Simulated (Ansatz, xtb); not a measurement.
C5H10F+: which of two isomers lies lower

We compare X, `CC[C+](F)CC`, a singlet, with Y, `CCC[C+](C)F`, a singlet. Both are isolated ions in the gas phase, relaxed with PBE-D3(BJ)/def2-SVP; each stands in its lowest conformer found.

**Question.** Estimate which is lower in electronic energy at CCSD(T)/def2-SVP + ΔMP2/def2-TZVPP, and by roughly how much.

**Answer.** Too close to call at this level: CCSD(T)/def2-SVP + ΔMP2/def2-TZVPP gives E(Y) − E(X) = +0.46 kcal/mol.

How the difference moves with the method:

| level | geometry | E(Y) − E(X) (kcal/mol) | departure from the last row (kcal/mol) | job, with rough time for the two |
| --- | --- | --- | --- | --- |
| GFN2-xTB | GFN2-xTB | −1.57 | −2.03 | optimisation, 0.77 s |
| HF/STO-3G | GFN2-xTB | +3.26 | +2.80 | single point, 0.59 s |
| r2SCAN-D4/def2-SVP | GFN2-xTB | +0.35 | −0.10 | single point, 4.3 s |
| PBE-D3(BJ)/def2-SVP | PBE-D3(BJ)/def2-SVP | +1.09 | +0.63 | optimisation, 92 s |
| HF/def2-SVP | PBE-D3(BJ)/def2-SVP | +2.54 | +2.08 | part of the CCSD(T) run |
| MP2/def2-SVP | PBE-D3(BJ)/def2-SVP | +0.87 | +0.41 | part of the CCSD(T) run |
| CCSD(T)/def2-SVP | PBE-D3(BJ)/def2-SVP | +1.24 | +0.78 | single point |
| CCSD(T)/def2-SVP + ΔMP2/def2-TZVPP | PBE-D3(BJ)/def2-SVP | +0.46 |  | single point, 88 s |

As drawn, both hold the same kinds of bond in the same numbers.

The largest departure from CCSD(T)/def2-SVP + ΔMP2/def2-TZVPP is that of HF/STO-3G, 2.80 kcal/mol. The last row adds to CCSD(T) the change of the MP2 difference between the two basis sets, here −0.78 kcal/mol.

With harmonic frequencies from PBE-D3(BJ)/def2-SVP (ideal gas, rigid rotor, one conformer each, 298.15 K, 1 atm): on the last row, ΔE + ΔZPE = +0.79, ΔH = +0.78, ΔG = +0.24 kcal/mol.

The correlated steps freeze 6 core orbitals. Programs: Ansatz 0.2.0, xtb 6.7.1; the last row on 2 threads of Intel(R) Xeon(R) Processor @ 2.70GHz on a shared host.
